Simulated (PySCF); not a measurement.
Compound: CHCl (triplet state).
Cartesian coordinates in Å at the GFN2-xTB level; atoms count from 1:
```xyz
3
CHCl angstrom
C     -0.233    0.368   -0.003
Cl     1.329   -0.094   -0.011
H     -1.085   -0.277    0.002
```

As a line formula: `[CH]Cl` [triplet].

Method used: UKS B3LYP, pcH-1 on C Cl H, non-relativistic, mean-field spin-orbit, GIAO in PySCF. Isolated species at its GFN2-xTB geometry, gas phase. This triplet need not be the ground state; the singlet was not compared here. The geometry wasn't refined by DFT: couplings that depend on bond lengths, twists or pyramidal angles can differ widely from those at the functional's own minimum.

Task: Break the g tensor into its mass correction, gauge correction and orbital-Zeeman/spin–orbit terms.

Result: 
```json
{"Δg (ppm)": "relativistic mass correction", "1": "-178", "2": "-178", "3": "-178"}
{"Δg (ppm)": "gauge correction", "1": "34", "2": "18", "3": "1"}
{"Δg (ppm)": "orbital Zeeman/spin–orbit", "1": "237", "2": "2968", "3": "3378"}
{"Δg (ppm)": "total", "1": "94", "2": "2809", "3": "3202"}
```

So g = 2.00241, 2.00513, 2.00552 and g_iso = 2.00435; the tensor is close to axial: the two nearest values differ by 13 % of g3 − g1. Axes: g1 points within 15° of the C1–Cl2 bond and g3 is normal to the molecular plane.

Task: Average each term over the three axes. Which is largest in size?

Result: The orbital-Zeeman/spin–orbit term 2194, the mass correction -178 and the gauge correction 18 ppm, for a total of 2035 ppm. The orbital-Zeeman/spin–orbit term is the largest in size. The mass correction is the same along every axis, so the anisotropy comes from the other two: their spans along these axes are 33 (gauge) and 3141 ppm (orbital Zeeman/spin–orbit).

Task: What are the electron Larmor frequencies g μB B/h along the three axes at 340 mT?

Result: 9.5289, 9.5418, 9.5437 GHz for g1, g2 and g3, a range of 14.8 MHz.

The Mulliken spin populations are largest on C1 (+1.77) and Cl2 (+0.23).

The HOMO–LUMO gaps are 7.15 eV among the α and 7.17 eV among the β orbitals.
